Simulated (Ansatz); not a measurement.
Computed with Ansatz on PBE0-D4/def2-TZVP structures; ΔE is electronic, products minus reactants. CBS: MP2 limit from def2 TZ/QZ plus the TZ coupled-cluster correction, frozen cores. This one scheme is used for every species. Each species was taken in one conformer, which may not be the lowest.

Consider the cleavage of the P–Si bond: `[AlH2][SiH2]P` + CH₃NH₂ → `CNP` + `[AlH2][SiH3]`.

| species | CCSD(T)/CBS(def2) energy (Eh) |
| --- | --- |
| `[AlH2][SiH2]P` | -875.61110 |
| CH₃NH₂ | -95.75281 |
| `CNP` | -437.28343 |
| `[AlH2][SiH3]` | -534.06280 |

Problem. Work out ΔE.

Solution. ΔE = (-437.28343) + (-534.06280) − (-875.61110) − (-95.75281) = 0.01768 Eh = +0.48 eV.

Largest T1 diagnostic among the species: 0.014.

From BLYP to BHLYP (50 % exact exchange), in def2-TZVPP and without D4, ΔE moves by −0.06 eV. In def2-TZVPP, CCSD(T) changes the Hartree–Fock value by +0.16 eV (the triples alone add +0.02 eV) and MP2 by +0.16 eV. Leaving LDA and LC-ωPBE aside and taking each functional with its dispersion term where it has one, the values, not all of them listed here, spread over 0.18 eV, from CAM-B3LYP-D4 to PBE-D4. LDA lies −0.07 eV from PBE without D4.
